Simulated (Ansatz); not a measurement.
**SiH2: a ladder of functionals and wavefunction methods**

Aim: compute SiH2 with functionals from several rungs and with coupled cluster. The yardstick is the atomisation energy at the CCSD(T) limit.

The runs use Ansatz 0.2.0, Gaussian basis; functionals in def2-TZVPP, the program's frozen cores in correlated methods.

Plan: LDA (SPW92), PBE-D4, revPBE-D4, BLYP-D4, r2SCAN-D4, B97M-V, PBE0-D4, B3LYP-D4, r2SCANh-D4, r2SCAN0-D4, HSE06-D4, BHLYP-D4, CAM-B3LYP-D4, LC-ωPBE, ωB97X-V, ωB97M-V, B2PLYP, PBE-QIDH; CCSD(T)/def2-SVP; CCSD(T)/def2-TZVPP; CCSD(T)/def2-QZVPP; extrapolation to the limit; RPA on PBE.

### 1 Structure used throughout

All runs share one geometry, relaxed beforehand with PBE0-D4 in a triple-zeta def2 set.

SMILES `[SiH2]`, 3 atoms, charge 0, spin multiplicity 1.

Atoms are counted from 1 here; the program's logs count them from 0.

Bond lengths: Si1–H2 1.525 Å, Si1–H3 1.525 Å. Angles: H2–Si1–H3 91.2°.

### 2 LDA

This LDA is Slater exchange with PW92 correlation.

in.yaml

```yaml
crystal:
  periodic: [false, false, false]
  atoms:
    - {symbol: Si, position_ang: [-0.491202, 0.468571, -0.213612]}
    - {symbol: H, position_ang: [0.840317, 0.578644, 0.522462]}
    - {symbol: H, position_ang: [-0.349116, -1.047214, -0.308851]}
basis:
  gaussian: {orbitals: def2-TZVPP}
hamiltonian: {xc: lda}
output: {orbitals: {seedname: orbitals}}
```

Started as:

```
$ ansatz run in.yaml --threads 2 --pin off --events-out ev --progress --plain --max-ram 32768MiB --backend cpu
```

The runs that follow: PBE-D4 (GGA); revPBE-D4 (GGA); BLYP-D4 (GGA); r2SCAN-D4 (meta-GGA); B97M-V (meta-GGA); B3LYP-D4 (hybrid); r2SCANh-D4 (hybrid); r2SCAN0-D4 (hybrid); HSE06-D4 (hybrid); BHLYP-D4 (hybrid); CAM-B3LYP-D4 (range-separated); LC-ωPBE (range-separated); ωB97X-V (range-separated); ωB97M-V (range-separated); B2PLYP (double hybrid); PBE-QIDH (double hybrid); CCSD(T) in def2-SVP; CCSD(T) in def2-TZVPP; CCSD(T) in def2-QZVPP; RPA on PBE orbitals.

Before running them: what should the planned runs give, taken together? Wanted: atomisation energy, CCSD(T)/CBS; farthest beyond LDA; mean size of error, GGA; mean size of error, meta-GGA; mean size of error, hybrid; mean size of error, range-separated; mean size of error, double hybrid; gap, smallest and largest; T1 diagnostic.

The runs gave:

| quantity | value |
| --- | --- |
| atomisation energy, CCSD(T)/CBS | 644.3 kJ/mol |
| functionals within 3.2 kJ/mol (0.5 %) | BLYP-D4, B3LYP-D4, CAM-B3LYP-D4 |
| farthest beyond LDA | LC-ωPBE (-31.5 kJ/mol) |
| mean size of error, GGA | 16.7 kJ/mol |
| mean size of error, meta-GGA | 15.8 kJ/mol |
| mean size of error, hybrid | 18.1 kJ/mol |
| mean size of error, range-separated | 10.3 kJ/mol |
| mean size of error, double hybrid | 19.6 kJ/mol |
| gap, smallest and largest | 1.65 eV (LDA (SPW92)), 8.65 eV (LC-ωPBE) |
| T1 diagnostic | 0.0141 |
| triples share of the correlation energy | 2.7 % |

LDA overbinds by 52.2 kJ/mol (8 %). PBE-D4 is off by -22.2 kJ/mol. Double hybrids carry the basis error of their MP2 part in triple zeta, and no dispersion term here, so their miss is partly the set-up's. Taken by rung, range-separated functionals do best (10.3 kJ/mol on average) and double hybrid ones worst beyond LDA (19.6 kJ/mol). Misses under about 3.2 kJ/mol are within the doubt on the reference itself, which lacks core-valence correlation, relativity and higher excitations. Hartree-Fock recovers 72 % of the binding; the rest is correlation. CCSD(T) in def2-SVP is off by -46.2 kJ/mol, so the small basis spoils what the method gains. The gap grows from 1.7 to 8.7 eV across the functionals, mostly with the share of exact exchange. The restricted reference is unstable towards a spin-broken one.
